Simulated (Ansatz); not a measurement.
Process, species as SMILES: [CH]=O (CH-O) → CHO+ (singlet, bonded as [CH]=O) + e-
B3LYP-D3(BJ)/def2-TZVP geometries, fixed; electronic energies without zero-point terms.
Largest species:
```
C
O 1 1.1718
H 1 1.1249 2 124.43
```
Charge 0, spin multiplicity 2.

Energies in hartree at PBE with Ansatz (a quantum-chemistry and plane-wave program); the adiabatic ionisation energy is their sum with the coefficients shown, times 27.2114 eV a hartree. All functions are spherical. Open shells are unrestricted. No added dispersion term, no relativity.

| species | coefficient | part | cc-pVDZ | cc-pVTZ | cc-pVQZ |
|---|---|---|---|---|---|
| [CH]=O (CH-O) | -1 | PBE | -113.73269 | -113.76955 | -113.77991 |
| CHO+ (singlet, bonded as [CH]=O) | +1 | PBE | -113.43277 | -113.46625 | -113.47564 |

Problem. Predict the adiabatic ionisation energy in cc-pV5Z (X = 5): let each PBE step shrink by the ratio of the last two. Compare with the run.

Solution. 
- [CH]=O (CH-O): steps -0.03686 and -0.01036, ratio 0.281, so PBE -113.78282 (run: -113.78342).
- CHO+ (singlet, bonded as [CH]=O): steps -0.03348 and -0.00939, ratio 0.280, so PBE -113.47827 (run: -113.47846).
Predicted 8.29 eV; the run in cc-pV5Z gives 8.30, a miss of -0.01. Keeping the value in cc-pVQZ, 8.28, would miss by -0.02.
